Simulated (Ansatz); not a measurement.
**O$_{2}$, singlet: the ladder up to full CI**

Geometry: that of the O2, triplet, kept fixed. The triplet lies 1.2 eV lower here.

```yaml
atoms:
  - { symbol: O, position_ang: [0.0000, 0.0000, 0.0000] }
  - { symbol: O, position_ang: [0.0000, 0.0000, 1.1928] }
```

Basis 6-31G; Ansatz 0.2.0. Only valence electrons are correlated (noble-gas cores frozen), which leaves 12 electrons in 16 orbitals. Prefix R: restricted or restricted open-shell reference; prefix U: unrestricted. Active spaces: valence = (12e, 8o) chosen from the atoms' valence shells.

Full CI is exact within this basis and frozen core; it isn't the basis-set limit. The frozen core follows each run's orbitals, which can shift R against U totals by a few meV.

The determinant fills πx and πy unequally, so it is a mixture of Σ and Δ, which weighs on every level built on one determinant.

```
UHF ⟨S²⟩                            : 1.012
⟨S²⟩ of the determinant under UCCSD : 1.015
T1 diagnostic (RCCSD)               : 0.0129
largest doubles amplitude (RCCSD)   : 0.195
```

```tsv
level	E − E(full CI) (mEh)	share of correlation (%)	wall time
RHF	279.25	0.00	–
UHF†	225.11	–	0.15 s
RMP2	13.44	95.19	–
UMP2†	-17.69	–	–
CISD	37.14	86.70	0.21 s
RCCSD	18.64	93.33	–
UCCSD*†	-17.00	–	–
RCCSD(T)	9.73	96.51	0.21 s
UCCSD(T)*†	-27.02	–	0.72 s
BCCD(T)	9.91	96.45	0.27 s
RCCSDT*	4.86	98.26	–
UCCSDT*†	-38.41	–	–
CISDTQ	4.45	98.41	4 s
RCCSDT(Q)*	-1.24	100.45	0.93 s
UCCSDT(Q)*†	-44.34	–	4.3 s
RCCSDTQ*	0.44	99.84	11 s
UCCSDTQ*†	-42.26	–	2 min
CASSCF (valence space)	137.47	50.77	–
NEVPT2 (valence space)	25.87	90.74	0.27 s
MRCISD (valence space)	6.98	97.50	–
MRCISD+Q (valence space)	1.88	99.33	1.4 s
```

An asterisk marks runs whose energy the program itself flagged as in doubt. A dagger marks rows that describe another state than the reference (another or a broken symmetry, a higher spin or other natural occupations), so the difference isn't the method's error.

The correlation energy at full CI, counted from RHF, is -7.599 eV. That run took 1.9 min on 1 thread of Arm Neoverse V1, shared host over 8,019,904 determinants.

Times hold each run's SCF and search for its determinant on a shared host, so for small cases they say little of a method's own cost; they ran on 1 thread of Arm Neoverse V1.

Not variational, and here over 5 meV under the exact energy: RCCSDT(Q).

Unrestricted levels hold only the spin's projection, and here they fall towards a lower state of higher spin.

The full-CI state has the irrep Ag of D2h, in the program's axes (one component, if the state is degenerate).

Natural occupations of full CI about the gap: 1.953 1.936 1.936 1.042 1.042 0.045 0.013 0.013 0.011 0.009; effectively unpaired electrons, Σ n²(2−n)², 2.04. No single determinant describes this state well, so single-reference rows can miss without a flag.
